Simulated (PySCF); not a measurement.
Species: C4H3OP.
SMILES with atom numbers: `[CH:1]#[C:2][CH2:3][P:4]=[C:5]=[O:6]` (hydrogens: H7 on C1; H8, H9 on C3)

Cartesian coordinates in Å at the GFN2-xTB level; atoms count from 1:
```
atom  x, y, z in Å
C1    -1.6453    0.7113    0.8756
C2    -0.9882   -0.0405    0.2143
C3    -0.1745   -0.9122   -0.5884
P4     1.1779    0.0361   -1.5427
C5     1.8875    0.7025   -0.2209
O6     2.4695    1.2354    0.6315
H7    -2.2347    1.3493    1.4635
H8     0.3036   -1.6800    0.0245
H9    -0.7822   -1.3959   -1.3581
```

Theory: PySCF, TDDFT B3LYP/def2-SVPD, vertical, gas phase, core orbitals frozen in the response.

Ground-to-excited transition dipoles (e·a0, same axes as the geometry; the sign carries no meaning), for the states with f of 0.002 or more among the lowest 8:

```json
{"state": "S2", "E (hartree)": "0.1610", "μx": "0.386", "μy": "0.050", "μz": "-0.189"}
{"state": "S4", "E (hartree)": "0.1944", "μx": "0.511", "μy": "0.174", "μz": "0.278"}
{"state": "S5", "E (hartree)": "0.2079", "μx": "-0.389", "μy": "0.228", "μz": "0.170"}
{"state": "S6", "E (hartree)": "0.2135", "μx": "0.043", "μy": "-0.115", "μz": "0.015"}
{"state": "S7", "E (hartree)": "0.2195", "μx": "-0.230", "μy": "0.084", "μz": "-0.009"}
{"state": "S8", "E (hartree)": "0.2279", "μx": "0.052", "μy": "0.010", "μz": "0.123"}
```

Task: What oscillator strength does each state have?

Result: f = (2/3) ΔE |μ|² with ΔE in hartree (27.2114 eV).

```csv
state,|μ|² (au),|μ| (D),f
S2,0.187,1.10,0.020
S4,0.368,1.54,0.048
S5,0.232,1.23,0.032
S6,0.015,0.31,0.002
S7,0.060,0.62,0.009
S8,0.018,0.34,0.003
```

Task: What angle do the transition dipoles of S4 and S5 make?

Result: |cos θ| = |μa·μb| / (|μa| |μb|) = 0.38, so θ ≈ 67° (taken between 0 and 90°, since the signs are arbitrary).

Task: What peak molar absorption coefficient would the strongest computed level give as a lone Gaussian band 0.3 eV wide at half height?

Result: ε(max) = 2.175×10⁸ f / FWHM, with the width in cm⁻¹. S4: 2.175×10⁸ × 0.0477 / 2420 ≈ 4300 L mol⁻¹ cm⁻¹.

One conformer stands for the species.
